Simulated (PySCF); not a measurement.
This PySCF input (M06-2X/def2-TZVP) gives -538.17718 Eh with 117 basis functions.

```python
import numpy as np, basis_set_exchange as bse
from pyscf import gto, scf, dft, df

basis = {'C': gto.basis.parse(bse.get_basis('def2-TZVP', elements=['C'], fmt='nwchem')), 'Cl': gto.basis.parse(bse.get_basis('def2-TZVP', elements=['Cl'], fmt='nwchem')), 'H': gto.basis.parse(bse.get_basis('def2-TZVP', elements=['H'], fmt='nwchem'))}
mol = gto.M(
    atom='''
    C     0.01118773    0.75889942   -0.01238914
    C     1.30488840    1.02329449    0.00343307
    Cl   -0.63700773   -0.85323169    0.00417952
    H    -0.75905041    1.51625302   -0.03695357
    H     2.05291747    0.24314247    0.02802818
    H     1.63880765    2.05237986   -0.00839007
    ''',
    basis=basis,
    charge=0,
    verbose=4,
    max_memory=8640,
)
mf = dft.RKS(mol, xc='m062x')
mf.grids.level = 4
mf = mf.density_fit(auxbasis=df.autoaux(mol))
mf.conv_tol = 1e-9
mf.max_cycle = 100
print('smallest overlap eigenvalue', np.linalg.eigvalsh(mol.intor('int1e_ovlp'))[0])
mf.kernel()
dip = mf.dip_moment()
```

Change:
```diff
- basis = {'C': gto.basis.parse(bse.get_basis('def2-TZVP', elements=['C'], fmt='nwchem')), 'Cl': gto.basis.parse(bse.get_basis('def2-TZVP', elements=['Cl'], fmt='nwchem')), 'H': gto.basis.parse(bse.get_basis('def2-TZVP', elements=['H'], fmt='nwchem'))}
+ basis = {'C': gto.basis.parse(bse.get_basis('def2-TZVPPD', elements=['C'], fmt='nwchem')), 'Cl': gto.basis.parse(bse.get_basis('def2-TZVPPD', elements=['Cl'], fmt='nwchem')), 'H': gto.basis.parse(bse.get_basis('def2-TZVPPD', elements=['H'], fmt='nwchem'))}
```

Q: What does the run give now?

A: -538.17922 Eh (M06-2X/def2-TZVPPD, 176 functions), a change of -2.04 mEh.
